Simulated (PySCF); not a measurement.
Worked example: chemical shift, span and skew from a shielding tensor

COS, SMILES S=C=O. Atoms are numbered in the order given.

```xyz
3

O      0.0000     0.0000    -1.6805
C      0.0000     0.0000    -0.5250
S      0.0000     0.0000     1.0371
```
Charge 0, spin multiplicity 1.

Geometry optimised at B3LYP-D3(BJ)/def2-TZVP.

GIAO shieldings from PBE/pcSseg-2 run with PySCF, non-relativistic, no solvent. The symmetric part of the tensor of C2 has the principal values -110.1, -110.1, 289.2 ppm. The same nucleus in TMS has σ = 181.4 ppm at this level (PySCF, at its B3LYP-D3(BJ)/def2-TZVP geometry).

Work out the isotropic shielding, the ¹³C shift against TMS, the span and the skew.


σ(iso) = (σ11 + σ22 + σ33)/3 = 23.0 ppm. δ = σ(ref) − σ(iso) = 181.4 − (23.0) = 158.4 ppm.
Span Ω = σ33 − σ11 = 399.3 ppm. Skew κ = 3(σ(iso) − σ22)/Ω = 1.00, an axial tensor. Tumbling in solution averages the tensor to δ; in a static solid the shielding alone would spread this spin-1/2 line over Ω.
